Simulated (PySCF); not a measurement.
Calculated NMR parameters of 1,1-difluoroethane

| Property | Result |
| --- | --- |
| Formula | C2H4F2 |
| SMILES | CC(F)F |
| InChI | InChI=1S/C2H4F2/c1-2(3)4/h2H,1H3 |
| Point group of the computed structure | Cs |
| Degrees of unsaturation | 0 |
| Carbon signals | 2 |
| Proton signals | 2 |

Bonds (- single, = double, # triple, : aromatic): C1-C2 1.513 Å, C2-F3 1.357 Å, C2-F4 1.357 Å. C1 carries H5, H6, H7; C2 carries H8.

How the numbers were obtained: coordinates at the GFN2-xTB level, J: B3LYP/pcJ-1, PBE0/pcSseg-1 with gauge-including orbitals, in PySCF 2.14.0 with density-fitted response routines (rapidly exchanging positions averaged, in vacuum, single conformer, no relativistic terms).

Scale: TMS for $^{1}$H, $^{13}$C; $^{19}$F against CFCl3 (reference shieldings calculated alike).

| carbon | δC, type | δH (multiplicity, J in Hz) | HMBC from (abs. J ≥ 3 Hz) | span of the C tensor (ppm) |
| --- | --- | --- | --- | --- |
| C1 | 23.5, CH3 | 1.54 (td, 18.5, 4.9) | H8 | 41 |
| C2 | 121.2, CH | 6.25 (tq, 62.3, 4.9) | H5/H6/H7 | 43 |

Other nuclei:
```tsv
atoms	nucleus	environment	δ (ppm)	σ (ppm)
F3/F4	$^{19}$F	fluorine of a CF2 group	-131.0	302.0
```

Selected couplings (Hz, signed; the shortest-range and largest first, 30 at most; isotopes $^{13}$C, $^{19}$F, $^{1}$H): $^{1}J$(C2,F3) -297.8, $^{1}J$(C2,H8) 185.1, $^{1}J$(C1,H5) 135.0, $^{1}J$(C1,C2) 47.3, $^{2}J$(F3,H8) 62.3, $^{2}J$(C1,F3) 21.6, $^{3}J$(F3,H5) 18.5, $^{3}J$(H5,H8) 4.9.

Carbon types of the structure: 1 × CH, 1 × CH3, which accounts for all hydrogens. δC 121.2: sp3 CH bonded to 2 F; 2 electronegative neighbours deshield it. δC 23.5: methyl carbon; aliphatic region, no heteroatom directly attached. δH 6.25: hydrogen on an sp3 CH bonded to 2 F; its carbon carries F, an electronegative neighbour. δH 1.54: hydrogen on a methyl carbon. The protons at 1.54 and 6.25 share a coupling of 4.9 Hz (vicinal).

Common functionals overestimate the size of one-bond C–F couplings by tens of Hz; these are unscaled. Multiplet labels drop couplings under 1 Hz and merge nearly equal ones. Unscaled 3J(H,H) at this level run about 10 % above measured values. Shifts are as computed. Against solution values, carbons near 30 ppm lie about +3 ppm off and those near 130 ppm about +5 ppm. Of 1211 compounds with measured shifts, 218 miss one by over three times the rms of a fit or turn the order of signals round; such compounds aren't used in these exercises. Unscaled 19F shifts against computed CFCl3 carry errors that often reach 10 to 50 ppm.
